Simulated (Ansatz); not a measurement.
Basis-set extrapolation for C$_{3}$H$_{6}$O$_{3}$, SMILES `COC(O)C=O` (PBE0-D4/def2-TZVP geometry, frozen core, Ansatz 0.2.0). Multiplicity 1, RHF reference.

```
                      def2-TZVPP   def2-QZVPP
                 HF  -341.802991  -341.818748
    MP2 correlation    -1.198764    -1.287938
CCSD(T) correlation    -1.275679      not run
```

Energies in hartree. Use E(X) = E(∞) + A·exp(−7.88·√X) for Hartree–Fock and E(X) = E(∞) + B·X^(−2.97) for correlation, with X = 3 and 4, and add CCSD(T) minus MP2 of the smaller set to the MP2 limit.

Problem. What is the CCSD(T) energy at the basis-set limit?

Solution. HF limit: -341.818748 + (-0.015757) × 0.13774 = -341.82092. MP2 limit: -1.287938 + (-0.089174) × 0.74074 = -1.35399. Higher-order term: -1.275679 − (-1.198764) = -0.07692. Total: -343.25183 hartree, 454.6 kJ/mol below CCSD(T)/def2-TZVPP.
